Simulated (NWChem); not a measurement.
Everything below was run with NWChem. System: CH3NO, charge 0, spin multiplicity 1, displaced from the optimised geometry. Level: B3LYP/cc-pVDZ, VWN1-RPA local correlation, spin-restricted.

Output (cleaned and shortened):

```
             Northwest Computational Chemistry Package (NWChem) 7.3.0
             --------------------------------------------------------

                                NWChem Input Module
                                -------------------

 Scaling coordinates for geometry "geometry" by  1.889725989
 (inverse scale =  0.529177249)

                             Geometry "geometry" -> ""
                             -------------------------

 Output coordinates in angstroms (scale by  1.889725989 to convert to a.u.)

  No.       Tag          Charge          X              Y              Z
 ---- ---------------- ---------- -------------- -------------- --------------
    1 N                    7.0000    -0.19820100    -1.08354000     0.00000000
    2 C                    6.0000    -0.31312700     0.27745300     0.00000000
    3 O                    8.0000     0.61858300     1.06425000     0.00000000
    4 H                    1.0000     1.43074800    -1.82176500     0.00000000
    5 H                    1.0000    -1.01839400    -1.68881600     0.00000000
    6 H                    1.0000    -1.39672900     0.60025600     0.00000000

 Effective nuclear repulsion energy (a.u.)      68.3534199727

            Nuclear Dipole moment (a.u.)
            ----------------------------
        X                 Y               Z
 ---------------- ---------------- ----------------
     1.3192555071    -0.5978847363     0.0000000000


 Summary of "ao basis" -> "" (spherical)
 ------------------------------------------------------------------------------
       Tag                 Description            Shells   Functions and Types
 ---------------- ------------------------------  ------  ---------------------
 *                          cc-pvdz                   on all atoms

                                 NWChem DFT Module
                                 -----------------

 Summary of "ao basis" -> "ao basis" (spherical)
 ------------------------------------------------------------------------------
       Tag                 Description            Shells   Functions and Types
 ---------------- ------------------------------  ------  ---------------------
 N                          cc-pvdz                  6       14   3s2p1d
 C                          cc-pvdz                  6       14   3s2p1d
 O                          cc-pvdz                  6       14   3s2p1d
 H                          cc-pvdz                  3        5   2s1p
[...]
    44      0.243037  4 H  s                 33      0.210150  3 O  py
     7      0.199968  1 N  px                18     -0.183514  2 C  px
    48     -0.181402  5 H  s                  3      0.180069  1 N  s
    53      0.161344  6 H  s                 36      0.130117  3 O  py

 Vector   11  Occ=2.000000D+00  E=-2.643015D-01
              MO Center=  8.4D-02, -2.7D-01, -7.6D-11, r^2= 1.9D+00
   Bfn.  Coefficient  Atom+Function         Bfn.  Coefficient  Atom+Function
  ----- ------------  ---------------      ----- ------------  ---------------
     6      0.495299  1 N  pz                34     -0.402243  3 O  pz
     9      0.399850  1 N  pz                37     -0.290435  3 O  pz
    25     -0.049336  2 C  d -1

 Vector   12  Occ=2.000000D+00  E=-2.599270D-01
              MO Center=  3.6D-01,  6.9D-01, -1.1D-10, r^2= 1.8D+00
   Bfn.  Coefficient  Atom+Function         Bfn.  Coefficient  Atom+Function
  ----- ------------  ---------------      ----- ------------  ---------------
    33      0.434844  3 O  py                32     -0.382558  3 O  px
    36      0.301626  3 O  py                 3      0.288631  1 N  s
    35     -0.260894  3 O  px                53     -0.199404  6 H  s
    54     -0.193271  6 H  s                 44     -0.143154  4 H  s
     5      0.134743  1 N  py                22      0.121516  2 C  py

 Vector   13  Occ=0.000000D+00  E=-1.279740D-01
              MO Center=  8.3D-01, -1.4D+00,  5.4D-11, r^2= 2.4D+00
   Bfn.  Coefficient  Atom+Function         Bfn.  Coefficient  Atom+Function
  ----- ------------  ---------------      ----- ------------  ---------------
    44      0.573300  4 H  s                 43      0.427273  4 H  s
     4     -0.323687  1 N  px                 3     -0.316157  1 N  s
     7     -0.273198  1 N  px                 8      0.216195  1 N  py
    54     -0.195270  6 H  s                  5      0.188345  1 N  py
    53     -0.142777  6 H  s                  2     -0.138973  1 N  s

 Vector   14  Occ=0.000000D+00  E= 2.689841D-02
              MO Center= -1.4D-01,  2.6D-01, -1.0D-11, r^2= 1.7D+00
   Bfn.  Coefficient  Atom+Function         Bfn.  Coefficient  Atom+Function
  ----- ------------  ---------------      ----- ------------  ---------------
    23      0.603693  2 C  pz                20      0.546040  2 C  pz
    37     -0.417445  3 O  pz                34     -0.379317  3 O  pz
     9     -0.362308  1 N  pz                 6     -0.290133  1 N  pz
    57      0.035153  6 H  pz                27      0.034838  2 C  d  1

 Vector   15  Occ=0.000000D+00  E= 5.843784D-02
              MO Center= -1.4D+00, -1.1D+00, -1.1D-10, r^2= 3.4D+00
   Bfn.  Coefficient  Atom+Function         Bfn.  Coefficient  Atom+Function
  ----- ------------  ---------------      ----- ------------  ---------------
    49      1.247228  5 H  s                 54      0.939758  6 H  s
    17     -0.837799  2 C  s                  3     -0.613384  1 N  s
    21      0.411850  2 C  px                 8      0.372700  1 N  py
     7      0.308890  1 N  px                 4      0.207714  1 N  px
    18      0.202820  2 C  px                 5      0.162177  1 N  py

 center of mass
 --------------
 x =   0.09944268 y =   0.09427481 z =   0.00000000

 moments of inertia (a.u.)
 ------------------
         149.808884599361         -37.988743382646           0.000000000000
         -37.988743382646          45.698161562983           0.000000000000
           0.000000000000           0.000000000000         195.507046162344

     Multipole analysis of the density
     ---------------------------------

     L   x y z        total         alpha         beta         nuclear
     -   - - -        -----         -----         ----         -------
     0   0 0 0     -0.000000    -12.000000    -12.000000     24.000000

     1   1 0 0     -0.685404     -1.002330     -1.002330      1.319256
     1   0 1 0     -1.172132     -0.287124     -0.287124     -0.597885
     1   0 0 1      0.000000      0.000000      0.000000      0.000000

     2   2 0 0    -10.936678    -21.465733    -21.465733     31.994787
     2   1 1 0     -1.868685     -9.011477     -9.011477     16.154270
     2   1 0 1     -0.000000     -0.000000     -0.000000      0.000000
     2   0 2 0    -12.301724    -49.490285    -49.490285     86.678846
     2   0 1 1      0.000000      0.000000      0.000000      0.000000
     2   0 0 2    -14.081315     -7.040657     -7.040657      0.000000

 Task  times  cpu:        1.6s     wall:        1.6s

 Total times  cpu:        1.6s     wall:        1.6s
```

### Question
Write an NWChem input that would produce this output.

### Answer
One answer among several that fit: 
```
start mol
memory heap 200 mb stack 900 mb global 1100 mb
geometry units angstroms nocenter noautoz noautosym
  N     -0.198201    -1.083540     0.000000
  C     -0.313127     0.277453     0.000000
  O      0.618583     1.064250     0.000000
  H      1.430748    -1.821765     0.000000
  H     -1.018394    -1.688816     0.000000
  H     -1.396729     0.600256     0.000000
end
basis spherical
  * library cc-pvdz
end
dft
  xc b3lyp
  semidirect memsize 60000000 filesize 0
  iterations 100
end
task dft energy
```
